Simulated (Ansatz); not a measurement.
A calculation on wurtzite CdSe returned lattice constant a 4.340 Å, lattice parameter c 7.078 Å, cohesive energy 2.56 eV/atom.

For reference: lattice constant a 4.298 Å (measured, temperature not stated, not corrected to a static lattice; as tabulated in PVEducation, CdSe (wurtzite), citing its ref. 1); lattice parameter c 7.015 Å (measured, temperature not stated, not corrected to a static lattice; as tabulated in PVEducation, CdSe (wurtzite), citing its ref. 1).

Problem. Which level of theory produced these numbers?
A. B3LYP (VWN-RPA form) (Ansatz, a program for electronic structure)
B. r²SCAN (Ansatz)
C. LDA (Ansatz)
D. Hartree–Fock (Ansatz)

Solution. B, r²SCAN (Ansatz)

The others give: B3LYP (VWN-RPA form) 4.410 Å, 7.208 Å, 2.04 eV/atom; LDA 4.247 Å, 6.942 Å, 3.07 eV/atom; Hartree–Fock 4.461 Å, 7.261 Å, 1.62 eV/atom.

Unless a cell is named, each level is at its own relaxed cell (B3LYP (VWN-RPA form) 30.35, Hartree–Fock 31.28, LDA 27.11, r²SCAN 28.86 Å³/atom).

Ansatz's density-functional and Hartree–Fock values are scalar-relativistic unless marked +SOC, with PAW data made under PBE.
